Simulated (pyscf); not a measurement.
**Four-centre exchange: F–N(F)–F + hydrogen fluoride (HF) → fluorine (F–F) + F–NH–F**

Gas phase, singlet surface, charge 0. Bonds broken: F1–N2, F5–H6. Bonds formed: F1–F5, N2–H6. PySCF, gas phase, ωB97X-D3(BJ)/def2-SVP geometries.

Transition state (Å):

```xyz
6

F      1.0423     0.6417    -1.4564
N     -0.3066     0.1538     0.7280
F      0.2095     1.2810     1.1841
F     -1.3699     0.4936     0.0216
F      1.2521    -0.9860    -0.6537
H      0.5435    -0.5064     0.0100
```

One imaginary mode, 1276i cm⁻¹; descent along it reached the two sides named.

| bond | change | reactant side (Å) | saddle | product side |
|---|---|---|---|---|
| F1–N2 | breaks | 1.348 | 2.6 | 3.1 |
| F5–H6 | breaks | 0.927 | 1.083 | 2.267 |
| F1–F5 | forms | 3.7 | 1.827 | 1.382 |
| N2–H6 | forms | 1.984 | 1.294 | 1.029 |

Electronic energies relative to the separated reactants (kcal/mol):

```
level                   barrier  reaction energy
----------------------  -------  ---------------
ωB97X-D3(BJ)/def2-TZVP    136.6            +79.7
B3LYP-D3(BJ)/def2-TZVP    112.7            +78.2
PBE0-D3(BJ)/def2-TZVP     122.2            +81.4
M06-2X/def2-TZVP          147.1            +83.1
ωB97M-D3(BJ)/def2-TZVP    135.9            +79.9
HF/def2-TZVP              208.2            +84.0
```

With ωB97M-D3(BJ)/def2-TZVP energies and thermal terms (ideal gas, 1 atm, RRHO with modes under 100 cm⁻¹ raised to 100, one conformer, R ln 2 for chiral ones without a mode under 150 cm⁻¹), in kcal/mol:

```json
[
 {"T (K)": "298", "ΔH‡": "133.0", "ΔG‡": "140.5", "ΔH": "+81.1", "ΔG": "+79.6"},
 {"T (K)": "600", "ΔH‡": "133.2", "ΔG‡": "148.0", "ΔH": "+80.5", "ΔG": "+78.3"},
 {"T (K)": "900", "ΔH‡": "133.7", "ΔG‡": "155.3", "ΔH": "+80.1", "ΔG": "+77.3"},
 {"T (K)": "1200", "ΔH‡": "134.3", "ΔG‡": "162.4", "ΔH": "+79.9", "ΔG": "+76.4"}
]
```

The same reactants have a lower exit, to F• + F–N•–F + HF (no saddle counted: cutting one bond costs +59.0 kcal/mol at ωB97M-D3(BJ)/def2-TZVP, against +135.9 kcal/mol here). This is the saddle that the search found; another between the same sides may lie lower. A restricted solution here is unstable towards spin polarisation, so biradical character is likely and single-reference numbers are less safe.
